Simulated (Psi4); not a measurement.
# UPBE/def2-TZVP (density fitting with def2-universal-jkfit, sweep point 3) run of SiNH3 (SMILES [N][SiH3])

What is the vertical electron affinity of SiNH3 at UPBE/def2-TZVP (density fitting with def2-universal-jkfit, sweep point 3)? 

The calculation is run with Psi4 1.11.

## 1. Starting point

SiNH3: 5 atoms, total charge 0, spin state triplet. As SMILES, `[N][SiH3]`. The shape is that of a GFN2-xTB optimisation.

Bond lengths: N1–Si2 1.655 Å, Si2–H3 1.476 Å, Si2–H4 1.476 Å, Si2–H5 1.476 Å. Angles: N1–Si2–H3 111.3°, N1–Si2–H4 111.1°, N1–Si2–H5 111.1°, H3–Si2–H4 107.7°, H3–Si2–H5 107.7°, H4–Si2–H5 107.7°.

## 2. A single-point energy at UPBE/def2-TZVP (density fitting with def2-universal-jkfit, sweep point 3)

calc.in

```
memory 1.6 GB

molecule mol {
  0 3
  N     -2.90380985     0.63179214     0.90614257
  Si     0.01935080    -0.00442196    -0.00721875
  H      0.12273771    -0.59186222    -2.73139124
  H      1.04898697    -2.19771369     1.37422774
  H      1.71273438     2.16220573     0.45823969
  units bohr
  symmetry c1
}

set reference uks
set puream true
set scf_type df
set dft_radial_points 99
set dft_spherical_points 590
set df_basis_scf def2-universal-jkfit
set maxiter 150

energy("pbe/def2-TZVP")
```

Command:

```sh
psi4 -i calc.in -o calc.out -n 1
```

calc.out, shortened:

```text
[...]
  Running in c1 symmetry.
[...]
  Nuclear repulsion =   51.355040895474829
[...]
  Multiplicity = 3
[...]
  Nalpha       = 13
  Nbeta        = 11
[...]
    Number of basis functions: 86
[...]
   @DF-UKS iter   1:  -345.54762432854420   -2.65498e-01   7.06393e-03 ADIIS/DIIS
[...]
   @DF-UKS iter   9:  -345.72191793678257   -2.93660e-08   2.66165e-07 DIIS
[...]
   @S^2 Observed:                2.005710443E+00
[...]
    Orbital Energies [Eh]
    ---------------------
    Alpha Occupied:
       1A    -65.404311     2A    -14.040639     3A     -5.058028
       4A     -3.467514     5A     -3.467286     6A     -3.467284
       7A     -0.759629     8A     -0.479293     9A     -0.355228
      10A     -0.355211    11A     -0.298809    12A     -0.275130
      13A     -0.275045
    Alpha Virtual:
      14A     -0.019073    15A      0.025944    16A      0.026124
      17A      0.038861    18A      0.130187    19A      0.130198
      20A      0.171283    21A      0.195035    22A      0.195275
      23A      0.212399    24A      0.257604    25A      0.257646
[...]
  @DF-UKS Final Energy:  -345.72191793678257
   => Energetics <=
    Nuclear Repulsion Energy =             51.3550408954748292
    One-Electron Energy =                -579.1305176533669510
    Two-Electron Energy =                 210.7219324757364234
    DFT Exchange-Correlation Energy =     -28.6683736546269365
    Empirical Dispersion Energy =           0.0000000000000000
    VV10 Nonlocal Energy =                  0.0000000000000000
    Total Energy =                       -345.7219179367825745
[...]
 Multipole Moments:
 ------------------------------------------------------------------------------------
     Multipole            Electronic (a.u.)      Nuclear  (a.u.)        Total (a.u.)
 ------------------------------------------------------------------------------------
 L = 1.  Multiply by 2.5417464519 to convert [e a0] to [Debye]
 Dipole X            :         -2.0619316            2.6745596            0.6126280
 Dipole Y            :          0.4481058           -0.5816206           -0.1335149
 Dipole Z            :          0.6404009           -0.8329727           -0.1925718
 Magnitude           :                                                    0.6559140
[...]
```

Wall time 16 s (1 thread of Intel Xeon Platinum 8259CL at 2.50GHz (Skylake/Cascade Lake), shared host); peak memory 0.85 GiB.

## 3. The doublet anion at the same level

h3nsi.in

```
memory 1600 MB

molecule geom {
  -1 2
  N     -2.90380985     0.63179214     0.90614257
  Si     0.01935080    -0.00442196    -0.00721875
  H      0.12273771    -0.59186222    -2.73139124
  H      1.04898697    -2.19771369     1.37422774
  H      1.71273438     2.16220573     0.45823969
  units au
  symmetry c1
}

set {
  reference uks
  puream true
  scf_type df
  dft_radial_points 99
  dft_spherical_points 590
  df_basis_scf def2-universal-jkfit
  maxiter 150
}

e_tot, wfn = energy('pbe/def2-TZVP', return_wfn=True)
print_variables()
```

Command:

```sh
psi4 h3nsi.in h3nsi.out -n 1
```

h3nsi.out, shortened:

```text
[...]
  Running in c1 symmetry.
[...]
  Nuclear repulsion =   51.355040895474829
[...]
  Multiplicity = 2
[...]
  Nalpha       = 13
  Nbeta        = 12
[...]
    Number of basis functions: 86
[...]
   @DF-UKS iter   1:  -345.29750818258697   -1.53820e-02   1.12463e-02 ADIIS/DIIS
[...]
   @DF-UKS iter  11:  -345.77575762016937   -9.22950e-09   4.49931e-07 DIIS
[...]
   @S^2 Observed:                7.530916969E-01
[...]
    Orbital Energies [Eh]
    ---------------------
    Alpha Occupied:
       1A    -65.156275     2A    -13.697789     3A     -4.806312
       4A     -3.217398     5A     -3.216060     6A     -3.214131
       7A     -0.428856     8A     -0.234996     9A     -0.114292
      10A     -0.102469    11A     -0.001404    12A      0.016188
      13A      0.060162
    Alpha Virtual:
      14A      0.189251    15A      0.230382    16A      0.236150
      17A      0.241652    18A      0.319188    19A      0.324937
      20A      0.381715    21A      0.424893    22A      0.427350
      23A      0.431241    24A      0.464895    25A      0.476776
[...]
  @DF-UKS Final Energy:  -345.77575762016937
   => Energetics <=
    Nuclear Repulsion Energy =             51.3550408954748292
    One-Electron Energy =                -585.5775157456564557
    Two-Electron Energy =                 217.3590461304771111
    DFT Exchange-Correlation Energy =     -28.9123289004648889
    Empirical Dispersion Energy =           0.0000000000000000
    VV10 Nonlocal Energy =                  0.0000000000000000
    Total Energy =                       -345.7757576201693723
[...]
 Multipole Moments:
 ------------------------------------------------------------------------------------
     Multipole            Electronic (a.u.)      Nuclear  (a.u.)        Total (a.u.)
 ------------------------------------------------------------------------------------
 L = 1.  Multiply by 2.5417464519 to convert [e a0] to [Debye]
 Dipole X            :         -1.7088111            2.6745596            0.9657484
 Dipole Y            :          0.3770043           -0.5816206           -0.2046163
 Dipole Z            :          0.5760842           -0.8329727           -0.2568885
 Magnitude           :                                                    1.0200635
[...]
```

Wall time 18 s (1 thread of Intel Xeon Platinum 8259CL at 2.50GHz (Skylake/Cascade Lake), shared host); peak memory 0.85 GiB.

## 4. Summary of results

At UPBE/def2-TZVP (density fitting with def2-universal-jkfit, sweep point 3):

| quantity | value |
| --- | --- |
| triplet SiNH3: total energy | -345.72192 Eh |
| triplet SiNH3: dipole moment | 1.67 D |
| triplet SiNH3: HOMO energy (highest over α and β) | -7.26 eV |
| triplet SiNH3: LUMO energy (lowest over α and β) | -4.92 eV |
| triplet SiNH3: ⟨S²⟩ | 2.006 |
| doublet anion: total energy | -345.77576 Eh |
| doublet anion: HOMO energy (highest over α and β) | 2.02 eV |
| doublet anion: LUMO energy (lowest over α and β) | 2.57 eV |
| doublet anion: ⟨S²⟩ | 0.753 |
| vertical electron affinity (to the doublet anion) | 1.465 eV |

What this shows: At fixed nuclei the extra electron is bound by 1.47 eV (141 kJ/mol). The basis has no diffuse functions, so the error can be as large as this value. The HOMO (doublet anion) lies at positive energy, 2.02 eV, as semi-local functionals often give for anions; only total energies tell whether the electron is bound.
